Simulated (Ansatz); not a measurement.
This geometry of C₂H₃O₂ (7 atoms, charge 0, multiplicity 2) is a first-order saddle point.

Method: Ansatz, UKS PBE0-D4/STO-3G.

```xyz
7
Properties=species:S:1:pos:R:3
C -0.733 0.905 -0.077
O 0.569 0.525 0.259
C 0.803 -0.873 0.090
O -0.039 -1.690 -0.313
H -1.450 0.158 -0.428
H -0.951 1.969 0.038
H 1.863 -1.062 0.386
```

(1) Which two structures does it join? (They come from a converged band through this point; their orientation in space is the band's.)

(2) How far does it lie above each of them?

## Answers

(1) No bond is made or broken.  The two ends are copies of one structure, up to a mirror image or an exchange of like atoms.

Initial state:

```xyz
7
Properties=species:S:1:pos:R:3
C -0.777 0.885 0.050
O 0.553 0.518 0.302
C 0.795 -0.873 0.095
O -0.050 -1.690 -0.302
H -1.409 0.183 -0.509
H -0.919 1.968 -0.032
H 1.867 -1.059 0.350
```

Final state:

```xyz
7
Properties=species:S:1:pos:R:3
C -0.690 0.933 -0.215
O 0.576 0.531 0.235
C 0.795 -0.872 0.092
O -0.039 -1.682 -0.339
H -1.450 0.158 -0.377
H -0.967 1.941 0.116
H 1.836 -1.076 0.443
```

(2) 0.4 kcal/mol above the first and 0.4 kcal/mol above the second. This is the barrier of this one path; another mechanism may lie lower. Limits of this set-up: minimal basis.

Run time: 89 s on 1 thread of Intel(R) Xeon(R) Platinum 8488C (Sapphire Rapids) (shared host), peak memory 0.11 GiB.
